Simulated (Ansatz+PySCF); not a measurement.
## singlet H₂O: levels of theory in one basis

```yaml
atoms:
  - { symbol: O, position_ang: [0.0000, 0.0000, -0.2393] }
  - { symbol: H, position_ang: [0.0000, 1.5084, 0.9573] }
  - { symbol: H, position_ang: [0.0000, -1.5084, 0.9573] }
```

Basis set: 6-31G* (spherical functions). Correlated methods keep 1 orbital frozen. Charge 0, multiplicity 1.

Computed with Ansatz (development build ahead of 0.2.0); each method stands on the lowest determinant of its kind that the runs found. NEVPT2 correlates all electrons. Active spaces start from the frontier orbitals, and the lowest solution found is given.

```csv
method,E − E(RHF) (eV),<S²> of the determinant
RHF,0.00,0.00
UHF,-5.34,1.79
RHF-MP2,-8.13,–
UHF-MP2,-8.15,1.79
RHF-CCSD,-8.96,–
RHF-CCSD(T),-9.55,–
UHF-CCSD(T),-9.14,1.79
RHF-CCSDT(Q),-9.53,–
full CI (lowest root of this spin),-9.49,–
"CASSCF(8,6)",-6.09,–
"SC-NEVPT2(8,6)",-8.88,–
```

**Question.** What does UHF-CCSDT(Q) give on the same scale?

**Answer.** -9.37 eV.

At such a shape the full CI root can have another spatial symmetry than the determinants, so the rows needn't describe one state.

**Question.** Is a single determinant a sound starting point here?

**Answer.** It is doubtful. Unrestricted orbitals lower Hartree–Fock by 5.34 eV and <S²> is 1.79 where a pure state has 0.00, a sign of strong static correlation.

Caution for RHF, RHF-MP2, RHF-CCSD, RHF-CCSD(T), RHF-CCSDT(Q): an unrestricted determinant lies well below. Caution for UHF, UHF-MP2, UHF-CCSD(T), UHF-CCSDT(Q): the unrestricted determinant is a mixture of spin states. Caution for RHF-MP2, RHF-CCSD, RHF-CCSD(T), RHF-CCSDT(Q): large amplitudes, a single reference is doubtful. Caution for UHF-MP2, UHF-CCSD(T), UHF-CCSDT(Q): bonds are stretched, where a single reference can fail; a plain start can end on a higher determinant. Caution for RHF-CCSD(T), RHF-CCSDT(Q): the amplitudes may be one of several solutions. Caution for UHF-CCSD(T): the program doubts this total. Caution for UHF-CCSDT(Q): another reference gives a lower total.
